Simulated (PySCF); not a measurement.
Compound: CH₃ClO₂S.
Geometry (PBE0-D3(BJ)/def2-SVP, Å), atoms numbered from 1 in this order:
```
atom  x, y, z in Å
C1    -0.0338    2.4809    1.7396
S2     1.7056    2.1367    1.8133
O3     2.1658    1.7190    0.5093
O4     1.9927    1.3786    3.0092
Cl5    2.4186    4.0864    2.1283
H6    -0.3428    2.8999    2.7040
H7    -0.2133    3.1737    0.9096
H8    -0.5142    1.5092    1.5564
```

Level: PBE0/def2-SVPD in PySCF, non-relativistic, on one gas-phase PBE0-D3(BJ)/def2-SVP geometry that isn't relaxed in the solvent. The solvent is an IEF-PCM continuum (Bondi radii, 1.10 Å for H, scaled by 1.2), and excitations are vertical TDDFT with non-equilibrium linear response and a frozen core. The model holds no explicit solvent molecules, cavitation or dispersion.

| run | E − E(gas) (kJ/mol) | HOMO (eV) | HOMO–LUMO gap (eV) | dipole (D) | lowest singlet (eV) | static polarisability (au) |
| --- | --- | --- | --- | --- | --- | --- |
| gas | 0.00 | -9.32 | 7.16 | 3.90 | 5.49 | 56.1 |
| P | -31.88 | -9.38 | 7.29 | 5.07 | 5.60 | 75.5 |
| Q | -23.27 | -9.35 | 7.25 | 4.73 | 5.57 | 69.3 |

Problem. The runs were made in acetonitrile and chloroform. Which run belongs to which solvent?

Solution. P = acetonitrile, Q = chloroform. The dielectric constants are 4.711 (chloroform), 35.69 (acetonitrile), and the energy falls further as ε rises. The optical constants n² used for the excitations are 2.09, 1.81 in the same order. In this model the ground state sees the solvent through ε alone.

Problem. How constant is the ratio of the lowering to (ε − 1)/(2ε + 1)?

Solution. 
```csv
solvent,(ε − 1)/(2ε + 1),E − E(gas) (kJ/mol),ratio (kJ/mol),polarisation term (kJ/mol)
chloroform,0.356,-23.27,-65.4,-26.57
acetonitrile,0.479,-31.88,-66.5,-38.23
```

The ratio changes by +1.8 % in size from chloroform to acetonitrile. The polarisation term is half the interaction of the solute with the induced surface charges.

The run took 10 s wall on one thread, Intel Xeon Platinum 8488C (x86_64) (shared host), and the process peaked at 0.65 GiB of memory. This is the whole response run at PBE0/def2-SVPD in acetonitrile, SCF included.
